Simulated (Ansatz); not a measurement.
System: C₅H₇ (charge 0, doublet). It need not be the lowest isomer of its formula. SMILES: C12(CC1)C[CH]2
Coordinates optimised at B3LYP-D3(BJ)/def2-TZVP (Ansatz, a quantum-chemistry and plane-wave program):
```
C
C 1 1.4271
H 2 1.0791 1 134.19
C 2 1.4844 3 132.87 1 90.76
H 4 1.0868 2 118.48 3 128.24
H 4 1.0872 5 113.97 2 147.88
C 1 1.4887 2 138.63 3 -6.33
H 7 1.0826 1 118.05 2 -25.17
H 7 1.0832 8 114.82 1 -145.90
C 1 1.4907 2 139.13 3 -107.67
H 10 1.0825 1 117.76 2 -120.22
H 10 1.0826 11 114.99 1 -145.64
```
Charge 0, spin multiplicity 2.

Parts of the frozen-core correlation energy in 6-31G* (Ansatz, hartree). Frozen orbitals: 5; correlated occupied orbitals by spin: 14 and 13; virtual: 70 and 71. UHF or UKS for open shells. Spin-orbit coupling is left out. Non-relativistic.

```
term                            value
-------------------------  ----------
reference (HF)             -193.27496
MP2 opposite-spin                 [?]
MP2 same-spin                -0.15671
CCSD correlation                  [?]
(T)                               [?]
T1 diagnostic                   0.012
largest doubles amplitude       0.018
<S^2> of the reference          0.763
```

Fill in the missing entries.


- MP2 opposite-spin, value: -0.46422
- CCSD correlation, value: -0.66869
- (T), value: -0.02355
